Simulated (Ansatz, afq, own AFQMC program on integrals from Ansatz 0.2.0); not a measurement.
## H₃O⁺, singlet in 6-31G, levels against full CI

| atom | x (Å) | y (Å) | z (Å) |
| --- | --- | --- | --- |
| O | -0.0048 | -0.0089 | -0.0391 |
| H | 0.9361 | 0.0054 | 0.2281 |
| H | -0.4885 | 0.8006 | 0.2208 |
| H | -0.3721 | -0.6650 | 0.1717 |

Basis 6-31G. Noble-gas cores (and the filled d shells of Ga–Kr and In–Xe) are frozen. AFQMC by an in-house program on the Cholesky factors that Ansatz 0.2.0 writes for its CCSD(T) run. ph-AFQMC/CISD is guided by a CISD state made of CCSD amplitudes; releasing the constraint for a short imaginary time cuts its bias at the price of noise, slowly where states lie close. Free AFQMC starts from the CCSD state and is never constrained. Its projection time is finite, and what remains of the start isn't in its error. ± is one standard error of the sampling.

Determinant: RHF, the one that the program's search chose, which needn't be the lowest solution. The geometry is a point of a scan.

Full CI is exact in this basis; its frozen core comes from its own orbitals, which moves totals by up to a few meV.

Cautions: full CI with its own frozen core.

The T1 diagnostic is 0.0065 and the weight of the determinant in the CISD state is 0.962. The size of the correlated space is 8 electrons in 14 orbitals.

```csv
level,correlation energy (eV)
MP2,-3.2944
CCSD,-3.5177
CCSD(T),-3.5418
```

(1) Estimate where AFQMC with the constraint released lies against CCSD(T) on the same integrals.

(1) 0.9 ± 0.4 kJ/mol below CCSD(T).

Reference: full CI, correlation energy -3.553 eV. The released energy is read at 1.50 1/Eh (meV from the phaseless value at times in 1/Eh: 0 ± 3 at 0.24, -5 ± 4 at 0.50, -2 ± 3 at 1.00, -1 ± 4 at 1.50). CCSDTQ lies 0.2 meV above full CI, in part by the other frozen core, which shifts every row alike, so rows that close can't be ranked against it.

```tsv
level	E − E(reference) (kJ/mol)	share of correlation (%)
CCSD(T)	1.1	99.69
CCSDT	0.8	99.77
CCSDT(Q)	0.0	100.01
CCSDTQ	0.0	100.00
ph-AFQMC/HF	-0.7 ± 2.5	100.21
ph-AFQMC/CISD	0.3 ± 0.4	99.91
released AFQMC	0.2 ± 0.4	99.95
free AFQMC	0.3 ± 0.4	99.92
```

CCSDT and higher add their correlation energy to the determinant of the CCSD(T) run, since their own runs factorise the integrals more tightly (a shift of under 2 meV). Free projections are given only where their last times agree within the noise and don't stop above the reference; a slow remainder of the start can still hide under it. A walk keeps the symmetry of its determinant, which the program's search chose and which needn't be the lowest solution, so a lower state of the same spin and another symmetry isn't excluded. Released energies are given only where the last usable release times agree within the noise; a slower fall can still hide under it.
